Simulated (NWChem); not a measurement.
## Correlation energy of Na2

```xyz
2

Na     0.0000     0.0000     1.5547
Na     0.0000     0.0000    -1.5547
```
Charge 0, spin multiplicity 1.

The numbers come from NWChem runs, not from measurements. Structure: optimised with PBE/def2-SVP, a minimum by its harmonic frequencies.

Basis set: cc-pVTZ. Each correlation energy counts from its own Hartree-Fock reference.

The correlated methods keep 2 core orbitals frozen. The structure started from a generated list of species. No row is a measurement; the coupled-cluster row has its own basis-set and correlation limits.

Q: For the correlation energy, CCSD+T(CCSD) gives -54.1 mHa and CR-CCSD[T] gives -54.0 mHa. What do SCS-MP2 give?

A: SCS-MP2: -47.2 mHa.
